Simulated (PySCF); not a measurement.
**Frontier levels across methods**

Species: C5H5F.
Atom-mapped SMILES: `[CH:1]#[C:2][C:3]1([F:4])[CH2:5][CH2:6]1` (hydrogens: H7 on C1; H8, H9 on C5; H10, H11 on C6)

Cartesian coordinates in Å at the PBE0-D3(BJ)/def2-SVP level; atoms count from 1:
```xyz
11
C5H5F angstrom
C      2.139   -0.085    1.499
C      1.212    0.185    0.769
C      0.100    0.494   -0.094
F      0.250    1.667   -0.771
C     -0.634   -0.589   -0.825
C     -1.302    0.146    0.302
H      2.963   -0.317    2.148
H     -0.935   -0.334   -1.844
H     -0.310   -1.621   -0.672
H     -1.455   -0.364    1.256
H     -2.054    0.895    0.042
```

Basis pcSseg-2 throughout (PySCF), one geometry. Isolated species at its PBE0-D3(BJ)/def2-SVP geometry, gas phase.

How do the orbital energies, the gap and the dipole change with the method?

```json
{"method": "BLYP", "kind": "GGA", "HOMO (eV)": "-6.14", "LUMO (eV)": "-0.74", "gap (eV)": "5.41", "μ (D)": "1.81", "SCF cycles": "16"}
{"method": "B97-D", "kind": "GGA", "HOMO (eV)": "-6.23", "LUMO (eV)": "-0.75", "gap (eV)": "5.48", "μ (D)": "1.80", "SCF cycles": "15"}
{"method": "OPBE", "kind": "GGA", "HOMO (eV)": "-6.23", "LUMO (eV)": "-0.77", "gap (eV)": "5.46", "μ (D)": "1.74", "SCF cycles": "15"}
{"method": "PBE", "kind": "GGA", "HOMO (eV)": "-6.28", "LUMO (eV)": "-0.87", "gap (eV)": "5.41", "μ (D)": "1.78", "SCF cycles": "16"}
{"method": "KT2", "kind": "GGA", "HOMO (eV)": "-6.28", "LUMO (eV)": "-0.87", "gap (eV)": "5.41", "μ (D)": "1.81", "SCF cycles": "16"}
{"method": "KT3", "kind": "GGA", "HOMO (eV)": "-6.30", "LUMO (eV)": "-0.86", "gap (eV)": "5.45", "μ (D)": "1.79", "SCF cycles": "16"}
{"method": "BP86", "kind": "GGA", "HOMO (eV)": "-6.36", "LUMO (eV)": "-0.93", "gap (eV)": "5.43", "μ (D)": "1.79", "SCF cycles": "15"}
{"method": "LDA", "kind": "LDA", "HOMO (eV)": "-6.46", "LUMO (eV)": "-1.11", "gap (eV)": "5.35", "μ (D)": "1.85", "SCF cycles": "15"}
{"method": "B97-2", "kind": "global hybrid", "HOMO (eV)": "-7.23", "LUMO (eV)": "0.12", "gap (eV)": "7.35", "μ (D)": "1.87", "SCF cycles": "14"}
{"method": "B3LYP", "kind": "global hybrid", "HOMO (eV)": "-7.28", "LUMO (eV)": "-0.08", "gap (eV)": "7.20", "μ (D)": "1.89", "SCF cycles": "14"}
{"method": "PBE0", "kind": "global hybrid", "HOMO (eV)": "-7.49", "LUMO (eV)": "0.16", "gap (eV)": "7.65", "μ (D)": "1.88", "SCF cycles": "14"}
{"method": "mPW1PW91", "kind": "global hybrid", "HOMO (eV)": "-7.51", "LUMO (eV)": "0.16", "gap (eV)": "7.67", "μ (D)": "1.89", "SCF cycles": "14"}
{"method": "BHandHLYP", "kind": "global hybrid", "HOMO (eV)": "-8.58", "LUMO (eV)": "1.20", "gap (eV)": "9.78", "μ (D)": "2.00", "SCF cycles": "14"}
{"method": "CAM-B3LYP", "kind": "range-separated hybrid", "HOMO (eV)": "-8.84", "LUMO (eV)": "1.25", "gap (eV)": "10.09", "μ (D)": "1.94", "SCF cycles": "14"}
{"method": "wB97X-D", "kind": "range-separated hybrid", "HOMO (eV)": "-9.32", "LUMO (eV)": "2.00", "gap (eV)": "11.32", "μ (D)": "1.89", "SCF cycles": "14"}
{"method": "LC-wPBE", "kind": "range-separated hybrid", "HOMO (eV)": "-10.19", "LUMO (eV)": "2.41", "gap (eV)": "12.61", "μ (D)": "1.93", "SCF cycles": "14"}
{"method": "HF", "kind": "Hartree–Fock", "HOMO (eV)": "-10.20", "LUMO (eV)": "2.77", "gap (eV)": "12.96", "μ (D)": "2.08", "SCF cycles": "12"}
```

The HOMO spans 4.05 eV, from BLYP down to HF, and the gap runs from 5.35 eV (LDA) to 12.96 eV (HF). Over the methods BLYP (0 %), B97-D (0 %), OPBE (0 %), PBE (0 %), KT2 (0 %), KT3 (0 %), BP86 (0 %), LDA (0 %), B97-2 (21 %), B3LYP (20 %), PBE0 (25 %), mPW1PW91 (25 %), BHandHLYP (50 %), HF (100 %), a straight line through the gap against the share of exact exchange rises by 0.78 eV for each 10 % (correlation coefficient 0.996). The dipole ranges from 1.74 D (OPBE) to 2.08 D (HF). This basis has no diffuse functions.
